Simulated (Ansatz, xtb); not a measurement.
System: C2H5S, net charge -1, singlet state. It need not be the lowest isomer of its formula. Whether it binds its extra electron was not tested at this geometry. 
Structure (B3LYP-D3(BJ)/def2-TZVP (Ansatz, an electronic-structure program) minimum search):
SMILES: C[CH-]S
```xyz
8

C      1.5363     0.5721     0.3226
C      0.0520     0.8382     0.1250
S     -0.8544    -0.6662    -0.2513
H     -1.6138    -0.8588     0.8658
H     -0.1140     1.5068    -0.7277
H      2.0710     1.5309     0.4020
H      1.7283     0.0320     1.2607
H      2.0687    -0.0140    -0.4658
```
Charge -1, spin multiplicity 1.

Harmonic wavenumbers from GFN2-xTB (xtb, at its own minimum), cm⁻¹: 186, 243, 325, 564, 832, 871, 961, 1045, 1086, 1310, 1394, 1521, 1536, 2175, 2651, 2722, 2884, 2918.

Give the harmonic wavenumbers at B3LYP-D3(BJ)/def2-TZVP (Ansatz, finite differences of forces, unscaled).

206, 302, 332, 443, 768, 894, 999, 1038, 1057, 1300, 1372, 1453, 1490, 2378, 2719, 2937, 2965, 2988 cm⁻¹. Zero-point energy 36.7 kcal/mol.

From these and the geometry, give the ideal-gas thermochemistry at 298.15 K and 1 atm (rigid rotor, harmonic oscillator).

Point group C1, rotational symmetry number 1. Rotational constants 33.72, 5.425, 5.02 GHz. S(trans) 38.25, S(rot) 23.37, S(vib) 6.26, S(elec, spin only) 0.00, S 67.9 cal/(mol K). H(298) - H(0) 3.56 kcal/mol; G - E(el) 20.0 kcal/mol.
